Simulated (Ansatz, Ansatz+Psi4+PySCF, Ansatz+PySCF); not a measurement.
```xyz
7

C    -0.2520   -0.8250   -0.0281
C    -0.2639    0.6785   -0.0267
H     0.7556   -1.2328   -0.0290
H    -0.7619   -1.1883    0.8988
H    -0.7352   -1.2247   -0.8684
H    -0.1715    1.2168   -0.8958
H    -0.1762    1.2009    0.9090
```

Basis set: cc-pVTZ (spherical functions). Frozen core: 2 orbitals. Correlation on ROHF uses semicanonical orbitals with singles. Charge 0, multiplicity 2.

Computed with Ansatz (development build ahead of 0.2.0); each method stands on the lowest determinant of its kind that the runs found.

Give the atomization energy at this shape (free ground-state atoms in the same class of orbitals less the molecule, no zero-point energy) of doublet C₂H₅ by ROHF-MP2, UHF-MP2.

```tsv
method	atomization energy
ROHF-MP2	25.56 eV
UHF-MP2	25.54 eV
```
